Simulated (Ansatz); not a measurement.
The input, for Ansatz 0.2.0:

```yaml
crystal:
  periodic: [false, false, false]
  atoms:
    - {symbol: Al, position_ang: [0.000000, -0.665301, -1.332700]}
    - {symbol: P, position_ang: [0.000000, 1.159099, 0.000000]}
    - {symbol: Al, position_ang: [0.000000, -0.665301, 1.332700]}
basis:
  gaussian: {orbitals: "6-31G*"}
total_charge: 1
magnetization: {spin_polarized: true, initial_magnetization: 2}
correlation: {method: ccsd_t, electrons: outside_noble_gas}
output: {forces: true}
```

```sh
$ ansatz run in.yaml --threads 1 --pin off --events-out ev --progress --plain --max-ram 2393MiB
```

Output:

```
495 factors; integrals over basis functions are off by at most 8.6e-4 eV
mean field evaluation 1: about -22425.0895 eV, gradient 2.0e1 eV
mean field evaluation 2: about -22425.1228 eV, gradient 2.0e1 eV
mean field evaluation 4: about -22428.9752 eV, gradient 2.3e0 eV
mean field evaluation 8: about -22429.1555 eV, gradient 3.1e-1 eV
mean field evaluation 16: about -22429.1645 eV, gradient 2.6e-6 eV
mean field evaluation 32: about -22428.0616 eV, gradient 5.4e-4 eV
mean field evaluation 64: about -22426.1627 eV, gradient 1.1e1 eV
mean field evaluation 96: about -22428.5504 eV, gradient 1.2e0 eV
mean field evaluation 128: about -22427.6269 eV, gradient 7.8e-2 eV
mean field evaluation 160: about -22428.0616 eV, gradient 2.7e-3 eV
...
cycle   4  -5.42938322 eV  change   -2.2e-4 eV  update   2.4e-4
cycle   5  -5.42978436 eV  change   -4.0e-4 eV  update   8.8e-5
cycle   6  -5.42986566 eV  change   -8.1e-5 eV  update   5.1e-5
cycle   7  -5.42982416 eV  change    4.1e-5 eV  update   2.9e-5
cycle   8  -5.42980658 eV  change    1.8e-5 eV  update   1.1e-5
cycle   9  -5.42980345 eV  change    3.1e-6 eV  update   5.3e-6
cycle  10  -5.42980419 eV  change   -7.4e-7 eV  update   2.3e-6
cycle  11  -5.42980428 eV  change   -8.8e-8 eV  update   1.3e-6
cycle  12  -5.42980408 eV  change    2.0e-7 eV  update   5.1e-7
cycle  13  -5.42980413 eV  change   -4.6e-8 eV  update   2.1e-7
perturbative correction -0.34978012 eV, -0.0128541824 hartree
the calculation of the forces begins
Total energy: -22434.94406857 eV, -824.4689875686 hartree
Atom 0 at     0.000000    -0.665301    -1.332700 Å, force    -0.000000     0.106742    -0.764511 eV/Å
Atom 1 at     0.000000     1.159099     0.000000 Å, force     0.000000    -0.213485    -0.000000 eV/Å
Atom 2 at     0.000000    -0.665301     1.332700 Å, force     0.000000     0.106742     0.764511 eV/Å
Dipole moment:     0.000000    -0.569150    -0.000000 e Å
```

Forces (eV/Å):
```
Al   0.000  0.107 -0.765
P    0.000 -0.213  0.000
Al   0.000  0.107  0.765
```

Ran on 1 thread of AMD EPYC, shared host: 46 s wall, 0.23 GiB peak host memory.
